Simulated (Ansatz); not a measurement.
Input for Ansatz (development build ahead of 0.2.0):

```yaml
crystal:
  periodic: [false, false, false]
  atoms:
    - { symbol: O, position_ang: [-1.3396, -0.14446, 0.0] }
    - { symbol: H, position_ang: [-1.75271, 0.63809, 0.0] }
    - { symbol: H, position_ang: [-0.47474, 0.0808, 0.0] }
    - { symbol: O, position_ang: [1.26364, 0.14889, 0.0] }
    - { symbol: H, position_ang: [1.41758, -0.37714, -0.69776] }
    - { symbol: H, position_ang: [1.41758, -0.37714, 0.69776] }
basis:
  gaussian: { orbitals: cc-pVDZ }
hamiltonian:
  xc: hf
```

The input is written out in the form of the current development build from the run's settings.

The run gave:

* Converged: yes
* Total energy: -152.04067 hartree
* Spin squared of the determinant: 0.000

Caution: no unrestricted run beside it, a lower state can exist.
